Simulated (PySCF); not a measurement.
# AlBH₄O: electronic excitations

What electronic excitations should AlBH₄O (`B[O][AlH2]`) show?

Computed with PySCF 2.14.0, with density-fitted response routines of our own, on a single molecule in the gas phase. Atoms count from 0, in the outputs and in this text.

**1. The molecule as given**

7 atoms, charge 0, multiplicity 1; geometry from: GFN2-xTB.

Bonds of the start (Å): B0–O1 1.34, O1–Al2 1.66, B0–H3 1.18, B0–H4 1.18, Al2–H5 1.53, Al2–H6 1.53.

**2. TDDFT and polarisability: CAM-B3LYP/def2-SVPD**

What the job is given:

```
{"job": {"kind": "uv", "xc": "CAM-B3LYP", "basis": "def2-SVPD", "nstates": 8, "ntriplets": 3}, "charge": 0, "multiplicity": 1}
B     -1.512661    -0.101693    -0.110511
O     -0.182228    -0.011032    -0.016706
Al     1.471342     0.100489     0.099636
H     -2.064321     0.397804    -1.022992
H     -2.113651    -0.679356     0.721014
H      2.102762     1.483527     0.288417
H      2.302091    -1.184834     0.014064
```

With the program's defaults for keys left out, this is: TDDFT CAM-B3LYP/def2-SVPD, vertical, gas phase, core orbitals frozen in the response.

The run is started by

```bash
OMP_NUM_THREADS=1 python probes_run.py task.json out
```

One launch serves the whole session: the jobs run in the order shown.

Output:

```text
coarse grid: 6280 points
cycle   1  E = -344.6242532530  dE =  6.429e-02  |g| = 7.181e-01  |ddm| = 4.071e+00
cycle   2  E = -344.4997993911  dE =  1.245e-01  |g| = 1.099e+00  |ddm| = 1.753e+00
cycle   3  E = -344.7255136234  dE = -2.257e-01  |g| = 3.366e-02  |ddm| = 8.802e-01
cycle   4  E = -344.7258911831  dE = -3.776e-04  |g| = 7.257e-03  |ddm| = 1.576e-01
cycle   5  E = -344.7259066544  dE = -1.547e-05  |g| = 1.393e-03  |ddm| = 3.298e-02
cycle   6  E = -344.7259073993  dE = -7.448e-07  |g| = 3.753e-04  |ddm| = 5.283e-03
final grid: 55800 points
cycle   7  E = -344.7843399480  dE = -1.335e-05  |g| = 1.082e-03  |ddm| = 3.656e-02
cycle   8  E = -344.7843400033  dE = -5.531e-08  |g| = 1.238e-03  |ddm| = 4.458e-03
cycle   9  E = -344.7843402626  dE = -2.593e-07  |g| = 1.561e-04  |ddm| = 1.104e-03
cycle  10  E = -344.7843402699  dE = -7.296e-09  |g| = 5.232e-05  |ddm| = 3.254e-04
cycle  11  E = -344.7843402706  dE = -7.230e-10  |g| = 1.110e-05  |ddm| = 1.337e-04
converged SCF energy = -344.7843402706

Static polarisability (au): isotropic 44.359, principal 37.774 41.422 53.881

Singlet excitations
state   eV       nm        f      main configurations
  1   5.6472    219.5   0.00230   H->L+1 0.63, H->L 0.28
  2   5.8705    211.2   0.00264   H-1->L 0.56, H->L 0.27, H->L+1 0.16
  3   6.6480    186.5   0.09551   H->L 0.42, H-1->L 0.41, H->L+1 0.12
  4   7.2095    172.0   0.00015   H->L+2 0.77, H->L+3 0.16
  5   7.8116    158.7   0.00073   H-1->L+2 0.48, H-1->L+3 0.35
  6   8.1988    151.2   0.11806   H-1->L+1 0.83
  7   8.2467    150.3   0.08729   H->L+3 0.31, H-1->L+2 0.23, H->L+4 0.18
  8   8.4275    147.1   0.00177   H->L+4 0.51, H-1->L+3 0.13, H-2->L 0.12

Triplet excitations (Tamm-Dancoff, eV): 5.1246 5.3862 6.1492
```

Run time: 8.8 s. Hardware: 1 thread of Arm Neoverse N1, shared host; peak memory 0.4 GiB.

The orbitals next to the gap, with their largest atomic shares:

```
orbital      eV                       atoms
 HOMO−3  -12.55   O1 74 %, B0 13 %, Al2 8 %
 HOMO−2  -12.29  Al2 36 %, H5 22 %, H6 22 %
 HOMO−1  -10.15  Al2 32 %, H6 23 %, H5 23 %
   HOMO   -9.49   O1 34 %, B0 24 %, H4 13 %
   LUMO   -0.31  Al2 56 %, O1 17 %, H5 11 %
 LUMO+1    0.67   B0 46 %, O1 25 %, H3 12 %
 LUMO+2    0.71   Al2 63 %, B0 24 %, O1 5 %
```

With each of the 8 states as a Gaussian band of 0.4 eV half-width at 1/e, the curve within the window shown has maxima at 186 nm (ε 3,900), 151 nm (ε 8,300) L/(mol cm). Beyond the last state computed it falls off for lack of states. The curve at chosen wavelengths:

(nm, ε (L/mol/cm)): (142, 1708), (146, 5353), (150, 8259), (154, 6954), (158, 3499), (163, 827), (167, 268), (171, 442), (175, 1199), (179, 2406), (183, 3511), (187, 3861), (191, 3315), (196, 2039), (200, 1155), (204, 611), (208, 352), (212, 249), (216, 206), (220, 175), (224, 140), (229, 95), (233, 64), (237, 40), (241, 23), (245, 12)

Leading natural transition orbitals of singlet state 6: the hole lies on H5, H6 about 36 % each; O1 15 %; Al2 7 %; the particle on B0 44 %; H3, H4 about 19 % each; O1 14 %.

Leading natural transition orbitals of singlet state 1: the hole lies on O1 35 %; H3, H4 about 25 % each; B0 8 %; the particle on B0 45 %; H3, H4 about 15 % each; O1 12 %.

Ground-state properties from the same run:

```
           property  computed
  dipole moment (D)      0.85
polarisability (Å³)      6.57
 HOMO–LUMO gap (eV)      9.18
      −ε(HOMO) (eV)      9.49
```

The fields below are evaluated on a grid from the run's orbitals.

Frontier orbitals at CAM-B3LYP/def2-SVPD, with the share of their density that lies nearest to each atom:

```
orbital  energy (eV)                                   lies on
   HOMO        -9.49   O1 33 %; H3, H4 about 22 % each; B0 7 %
   LUMO        -0.31  Al2 43 %; H5, H6 about 22 % each; O1 9 %
```

ELF in a plane through or near 3 of the atoms.

Ten even steps from '0' (0.00) to '9' (1.00):
```
0000000000000000000000000000
0000000000000000000000000000
0000000110000000000000000000
0000026765200000000000000000
0000589999810000000000000000
0002999999910000002565100000
0004999999810231026898410000
0002899996313665337999510000
0000589821105887525898410000
0000013157805627834164100000
0000013157805627834164100000
0001589921115887525898410000
0002899996213665337998510000
0004999999810231026998410000
0002999999910000002565100000
0000599999810000000000000000
0000026775200000000000000000
0000001110000000000000000000
0000000000000000000000000000
0000000000000000000000000000
```
The map spans 9.6 Å across and 7.8 Å up, centred on the molecule. Atoms in the plane (x, y in Å): B0 (1.5, 0.0), O1 (0.2, 0.0), Al2 (-1.5, 0.0).

On the surface of density 0.002 e/bohr³ the electrostatic potential runs, from the 1st to the 99th percentile, from -0.32 to 3.41 V.

**3. Summary of results**

| quantity | value |
| --- | --- |
| lowest singlet (CAM-B3LYP/def2-SVPD) | 5.65 eV (220 nm), f = 0.002 |
| brightest single state of those computed | state 6, 8.20 eV, f = 0.118 |
| lowest triplet | 5.12 eV |
| surface potential, 1st and 99th percentile | -0.32 V and 3.41 V |

**Reading.** The lowest singlet, at 5.65 eV, is HOMO→LUMO+1 0.63, HOMO→LUMO 0.28 and is weak; of the 8 states computed, the strongest absorption comes from state 6 at 8.20 eV. The lowest triplet lies 0.52 eV below the lowest singlet (triplets in Tamm-Dancoff, singlets in full TDDFT). By nearest atom (CAM-B3LYP/def2-SVPD), the HOMO sits on O1 33 %; H3, H4 about 22 % each and the LUMO on Al2 43 %; H5, H6 about 22 % each.
